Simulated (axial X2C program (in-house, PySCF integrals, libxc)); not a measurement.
Low determinants of AlO at the PBE0 level, 2c

Computed with an in-house relativistic program for diatomic molecules. Two-component (2c) means X2C with spin–orbit coupling and atomic mean-field two-electron Coulomb and Gaunt terms. Basis: Al dyall-v3z [8s8p2d1f], O dyall-av3z [7s6p3d2f] (cores contracted in-house); Gaussian nuclei, density fitting, unrestricted open shells. Masses: Al 26.982 u, O 15.995 u.

Search at 1.632 Å (vertical energies from the lowest determinant):

```json
{"ΔE (eV)": "0.00", "state": "Ω = 1/2", "electrons beyond evenly filled partner blocks": "ω = 1/2", "electrons in ±ω = 1/2, 3/2, 5/2, 7/2": "17 4 0 0"}
{"ΔE (eV)": "0.94", "state": "Ω = 3/2", "electrons beyond evenly filled partner blocks": "ω = 3/2", "electrons in ±ω = 1/2, 3/2, 5/2, 7/2": "18 3 0 0"}
{"ΔE (eV)": "3.85", "state": "Ω = 7/2", "electrons beyond evenly filled partner blocks": "ω = 1/2, 2 × ω = 3/2", "electrons in ±ω = 1/2, 3/2, 5/2, 7/2": "17 4 0 0"}
{"ΔE (eV)": "3.86", "state": "Ω = 3/2", "electrons beyond evenly filled partner blocks": "ω = 3/2", "electrons in ±ω = 1/2, 3/2, 5/2, 7/2": "16 5 0 0"}
{"ΔE (eV)": "4.07", "state": "Ω = 5/2", "electrons beyond evenly filled partner blocks": "2 × ω = 1/2, ω = 3/2", "electrons in ±ω = 1/2, 3/2, 5/2, 7/2": "16 5 0 0"}
{"ΔE (eV)": "4.80", "state": "Ω = 1/2", "electrons beyond evenly filled partner blocks": "2 × ω = -1/2, ω = 3/2", "electrons in ±ω = 1/2, 3/2, 5/2, 7/2": "18 3 0 0"}
{"ΔE (eV)": "4.81", "state": "Ω = 5/2", "electrons beyond evenly filled partner blocks": "ω = -1/2, 2 × ω = 3/2", "electrons in ±ω = 1/2, 3/2, 5/2, 7/2": "17 4 0 0"}
```

Lowest determinant, Ω = 1/2 (⟨Sz⟩ = 0.50, ⟨Lz⟩ = 0.00 at PBE0): Re = 1.629 Å, ωe = 952.4 cm⁻¹.

The determinant in row 2 of the search, Ω = 3/2 (⟨Sz⟩ = 0.50, ⟨Lz⟩ = 1.00 at PBE0), was followed along the bond at PBE0; measured from the minimum of the lowest determinant it gives:

Te = 0.647 eV (5217 cm⁻¹), Re = 1.787 Å, ωe = 711.2 cm⁻¹.

Q: Compare the bond of the determinant in row 2 with that of the lowest one.

A: At PBE0 its Re is 0.158 Å longer and its force constant, which goes as ωe², is 0.56 times that of the lowest determinant. T0 ≈ Te + Δωe/2 = 5217 + (-121) = 5096 cm⁻¹.

The search compares states at one distance, so a state with another bond length can lie lower; it is not exhaustive and yields mostly the lowest determinant of each block pattern, so other components and higher states of one pattern are missing. These are energies of single determinants, not of spin-adapted states; PBE0 term energies can be off by some tenths of an eV, and the functional has no current term.
